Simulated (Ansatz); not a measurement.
## Basis-set limit of AlBH₂, triplet

```tsv
atom	x (Å)	y (Å)	z (Å)
B	0.0000	0.0000	1.4848
Al	0.0000	0.0000	-0.7557
H	0.0000	1.0050	2.1514
H	0.0000	-1.0050	2.1514
```

Connectivity, by distances: BH2–Al.

Ansatz 0.2.0, UHF determinant, valence electrons correlated. Energies in eV.

```json
{"set": "def2-TZVPP", "X": "3", "functions": "101", "Hartree–Fock": "-7283.9155", "MP2 correlation": "-3.9804", "CCSD(T) correlation": "-4.9928", "time": "9.5 s on 1 × NVIDIA H100 80GB HBM3 with 1 thread of AMD EPYC 7R13 Processor (Zen 3), on a shared host"}
{"set": "def2-QZVPP", "X": "4", "functions": "187", "Hartree–Fock": "-7284.1269", "MP2 correlation": "-4.2248", "CCSD(T) correlation": "-5.1825", "time": "12 s on 1 × NVIDIA H100 80GB HBM3 with 1 thread of AMD EPYC 7R13 Processor (Zen 3) (shared host)"}
```

Hartree–Fock is taken to follow E(X) = E∞ + A·exp(−7.88·√X), correlation E(X) = E∞ + B·X^−2.97.

Cautions: another spin lies lower.

Q: Work out the CCSD(T) energy at the limit, and how far the shortcut misses it that extrapolates MP2 and adds CCSD(T) minus MP2 from the smaller set.

A: Hartree–Fock: E∞ = E4 + 0.1377·(E4 − E3) = -7284.1560. Correlation: E∞ = E4 + 0.7407·(E4 − E3) = -5.3231 for CCSD(T) and -4.4059 for MP2. The limit is -7289.4791 eV, 0.170 eV below def2-QZVPP. The shortcut gives a correlation energy of -4.4059 + (-1.0124) = -5.4184, 95 meV lower than the direct value.

Past Ne part of the Hartree–Fock step between the two sets comes from the cores, which don't follow the formula, so the 29 meV that it adds to the total can overshoot; that part largely cancels in differences.
